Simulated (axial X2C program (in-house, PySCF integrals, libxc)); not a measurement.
# A two-component session on PLi: properties at the nuclei

Wanted for PLi: properties at the nuclei, at the two-component level.

The runs use an in-house X2C program for linear molecules on PySCF integrals; two-component X2C with atomic mean-field terms, P dyall-v3z, Li dyall-cv3z.

All values are calculated.

## 1. The job

File task.json:

```json
{"zs": [15, 3], "q": 0, "bas": ["dyall-v3z", "dyall-cv3z"], "r0": 2.26, "levels": ["PBE0", "HF", "TPSSh", "r2SCAN", "PBE50"], "nst": 3}
```

Keys: zs atomic numbers; q charge; bas basis sets; r0 starting distance in Å; levels methods (HF also brings MP2); nst determinants followed.

The run is started by

```sh
$ python soeom.py task.json out
```

The runs that follow: Expectation values, lowest determinant; Expectation values, a higher determinant; Expectation values, a higher determinant.

Q: Predict the outcome of this session. Wanted: lowest determinant; Eeff magnitude; Ws magnitude P; A∥/gI P; qzz P; higher determinant (for each run or level that gives them).

**Answer**, as computed:

| quantity | value |
| --- | --- |
| lowest determinant | Ω = 1 (excess of +ω over −ω: ω = -1/2, ω = 3/2) |
| Eeff magnitude (GV/cm), PBE0 | 0.00409 |
| Ws magnitude P (kHz), PBE0 | 0.00162 |
| A∥/gI P (MHz), PBE0 | -174 |
| qzz P (a.u.), PBE0 | -1.97 |
| higher determinant | Ω = 2 (excess of +ω over −ω: ω = 1/2, ω = 3/2) |
| Eeff magnitude (GV/cm), PBE0, higher determinant | 0.129 |
| Ws magnitude P (kHz), PBE0, higher determinant | 0.0251 |
| A∥/gI P (MHz), PBE0, higher determinant | 149 |
| qzz P (a.u.), PBE0, higher determinant | 1.23 |
| higher determinant | Ω = 0 (closed shell) |
| qzz P (a.u.), PBE0, higher determinant | -2.16 |
| qzz Li (a.u.), PBE0, higher determinant | -0.03 |
| μ (D), PBE0, higher determinant | 6.67 |

In words: In the first state, the effective field runs from 0.00409 to 0.00765 GV/cm over the mean-field levels. The expectation values come from single determinants, which for open shells can mix terms of unlike spin or miss the lowest Ω, so a determinant need not be a state. Eeff is the effective electric field on the electron dipole moment in this Ω state and Ws the scalar–pseudoscalar constant (defined with the proton number Z and per Ω); A∥ is the parallel hyperfine constant, which follows by multiplying with the nuclear g factor gI = μI/(I μN); qzz is the electric field gradient, eQq0 = 234.96 MHz × Q/barn × qzz; μ is positive if Li is the positive end. The operators were transformed with the bare-nucleus X2C matrices.
